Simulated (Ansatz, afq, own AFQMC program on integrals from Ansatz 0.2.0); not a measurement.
WH⁺, septet: AFQMC among the cluster methods

```json
{"atom": "W", "x (Å)": "0.0000", "y (Å)": "0.0000", "z (Å)": "0.0000"}
{"atom": "H", "x (Å)": "0.0000", "y (Å)": "0.0000", "z (Å)": "1.6440"}
```

Basis def2-TZVPP with its core potentials. Only valence electrons are correlated. AFQMC by an in-house program on the Cholesky factors that Ansatz 0.2.0 writes for its CCSD(T) run. ph-AFQMC/CISD is guided by a CISD state made of CCSD amplitudes; releasing the constraint for a short imaginary time cuts its bias at the price of noise, slowly where states lie close. ± is one standard error of the sampling. No spin–orbit coupling. The metal's outer-core s and p shells are frozen, which shifts wave-function levels against functionals.

Determinant: UHF, the one that the program's search chose, which needn't be the lowest solution. The geometry is a point of a scan.

No full CI on the walks' own integrals is used here; CCSDT(Q) serves as the reference and is uncertain by about the last step of the cluster series.

Cautions: no spin-orbit coupling; outer-core shells of the metal frozen; lower spins were not checked; higher spins were not checked; the released energies have errors that jump between times, so the bars are unsure, so no released level is given (meV from the phaseless value at times in 1/Eh: -0.9 ± 0.3 at 0.60, -4.1 ± 1.6 at 1.20, 0 ± 3 at 2.00, -3.9 ± 0.7 at 3.00, -13 ± 11 at 4.20), though the last usable value meets CCSDT(Q) within the noise.

```
T1 diagnostic                               : 0.0101
weight of the determinant in the CISD state : 0.965
⟨S²⟩ of the determinant                     : 12.005
size of the correlated space                : 6 electrons in 66 orbitals
```

```json
{"level": "MP2", "correlation energy (eV)": "-1.6951"}
{"level": "CCSD", "correlation energy (eV)": "-1.9339"}
{"level": "CCSD(T)", "correlation energy (eV)": "-1.9722"}
```

(1) Estimate where phaseless AFQMC with a CISD trial lies against CCSD(T) on the same integrals.

(1) 0.07 ± 0.06 kcal/mol below CCSD(T). The gap is under twice the noise, so this walk alone can't tell the two apart.

Reference: CCSDT(Q), correlation energy -1.979 eV.

| level | E − E(reference) (kcal/mol) | share of correlation (%) |
| --- | --- | --- |
| CCSD(T) | 0.15 | 99.67 |
| CCSDT | 0.01 | 99.97 |
| ph-AFQMC/CISD | 0.08 ± 0.06 | 99.82 |

A walk keeps the symmetry of its determinant, which the program's search chose and which needn't be the lowest solution, so a lower state of the same spin and another symmetry isn't excluded.
